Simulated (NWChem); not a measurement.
System meant: C anion, quartet

NWChem input:

```
start job
memory heap 200 mb stack 900 mb global 1100 mb
charge -1
geometry units angstroms noautoz
  C      0.000000     0.000000     0.000000
end
basis spherical
  * library def2-svp
end
dft
  odft
  mult 4
  xc pbe0
  iterations 4
  mulliken
end
task dft energy
```

End of the output:

```
    Atom       Charge   Shell Charges
 -----------   ------   -------------------------------------------------------
    1 C    6     3.00  -0.00  0.07 -0.07  1.46  1.54  0.00

     -------------------------------------------
      Total Density - Lowdin Population Analysis
     -------------------------------------------

    Atom       Charge   Shell Charges
 -----------   ------   -------------------------------------------------------
    1 C    6     7.00   1.98  0.99  1.03  1.47  1.53  0.00

     ------------------------------------------
      Spin Density - Lowdin Population Analysis
     ------------------------------------------

    Atom       Charge   Shell Charges
 -----------   ------   -------------------------------------------------------
    1 C    6     3.00   0.00  0.04 -0.04  1.47  1.53  0.00

   alpha - beta orbital overlaps
   -----------------------------

   alpha      1      2      3      4      5      6      7      8      9     10
    beta      1      2      4      4      5      6      8      7      9     13
 overlap   1.000  0.999  0.637  0.717  0.863  0.999  0.891  0.893  0.992  0.578

   alpha     11     12     13     14
    beta     11     12     13     14
 overlap   0.717  0.777  0.613  0.642

     --------------------------
     Expectation value of S2:
     --------------------------
      <S2> =      3.7519 (Exact =     3.7500)

 ------------------------------------------------------------------------
 dft energy failed                                                                                  0
 ------------------------------------------------------------------------
 ------------------------------------------------------------------------
  current input line :
    17: task dft energy
 ------------------------------------------------------------------------
 ------------------------------------------------------------------------
 This type of error is most commonly associated with calculations not reaching convergence criteria
 ------------------------------------------------------------------------
 For more information see the NWChem manual at https://nwchemgit.github.io

0:dft energy failed:Received an Error in Communication
```

### Question
What is wrong, and how is it mended?

### Answer
The run did not converge; its last values are not results. Cause: the SCF was allowed too few iterations. This input runs:
```
start job
memory heap 200 mb stack 900 mb global 1100 mb
charge -1
geometry units angstroms noautoz
  C      0.000000     0.000000     0.000000
end
basis spherical
  C library def2-svp
end
dft
  odft
  mult 4
  xc pbe0
  iterations 150
  mulliken
end
task dft energy
```
It converges to -37.78372 Ha (PBE0/def2-SVP, spin-unrestricted).
